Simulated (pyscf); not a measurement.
Optimised with ωB97X-D3(BJ)/def2-SVP in PySCF. MP2 and CC: frozen core, UHF for open shells. ΔMP2 is the change of the MP2 total energy from the triple- to the quadruple-zeta basis.

**Question.** How much does it cost (ΔH, 298 K, CCSD(T)/def2-TZVPP + ΔMP2(QZVPP)) to split `[OH][CH]([F])[F]` at its C–O bond into OH• + F–CH•–F?

**Answer.** C–O to OH• + F–CH•–F: 464.7 kJ/mol. The CCSD(T) − MP2 part came from Ansatz, without density fitting, on the same reference. Left out: the spin-orbit lowering of OH.
